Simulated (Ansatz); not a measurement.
A barrier at the coupled-cluster level

Start structure (C$_{2}$H$_{7}$S, doublet), relaxed at PBE0-D4/def2-TZVP:

H1  (-0.077, 0.328, 1.297)
C2  (0.264, 0.855, 0.402)
C3  (0.862, -0.104, -0.612)
S4  (-2.107, -2.156, 0.381)
H5  (-0.591, 1.395, -0.014)
H6  (0.995, 1.601, 0.723)
H7  (1.217, 0.424, -1.500)
H8  (1.709, -0.652, -0.192)
H9  (0.129, -0.844, -0.948)
H10  (-2.400, -0.846, 0.464)
(Å)

The step: C₂H₆ (CC) + HS → C₂H₅ ([CH2][CH3]) + H₂S; bonds formed: H1–S4; bonds broken: H1–C2. Program: Ansatz 0.2.0. Basis: def2-TZVPP and def2-QZVPP. Cores are frozen in the correlated methods; orbitals are unrestricted. Extrapolation: Hartree–Fock as exp(−7.88 √X), correlation as X^−2.97. Energies below are by CCSD(T) at an estimated basis limit (MP2 extrapolated from triple and quadruple zeta, plus CCSD(T) − MP2 in triple zeta).

Q: What are the electronic barrier and the energy of the step, from the start structure to the end structure? (Judge from chemistry; the value comes from the calculation.)

A: Computed: Barrier 0.707 eV; step energy 0.536 eV (uphill); reverse barrier, their difference, 0.171 eV. Barrier and step energy count from the start structure, the reverse barrier from the end structure.

The saddle point: One imaginary mode of 458i cm⁻¹.
| pair | start (Å) | saddle (Å) | end (Å) |
| --- | --- | --- | --- |
| H1–S4 | 3.34 | 1.45 | 1.35 |
| H1–C2 | 1.09 | 1.59 | 2.26 |

Zero-point energy (harmonic, PBE0-D4): ZPE is 2.219 eV at the start and 2.062 eV at the saddle, so the barrier goes from 0.707 to 0.551 eV.

The T1 diagnostic stays at or below 0.014. ⟨S²⟩ of the unrestricted Hartree–Fock references: 0.76 to 0.78 (a pure state has 0.75).

Labels in which every atom is bracketed show which atoms are joined, not bond orders.

For scale, one of the runs: CCSD(T)/def2-TZVPP, 202 basis functions, launched by `ansatz run in.yaml --threads 4 --pin off --events-out ev --progress --plain --max-ram 9574MiB`. Hardware: 4 CPU threads of an Arm Neoverse V1, shared host. Wall time 2.3 min; peak host memory 6.5 GiB.
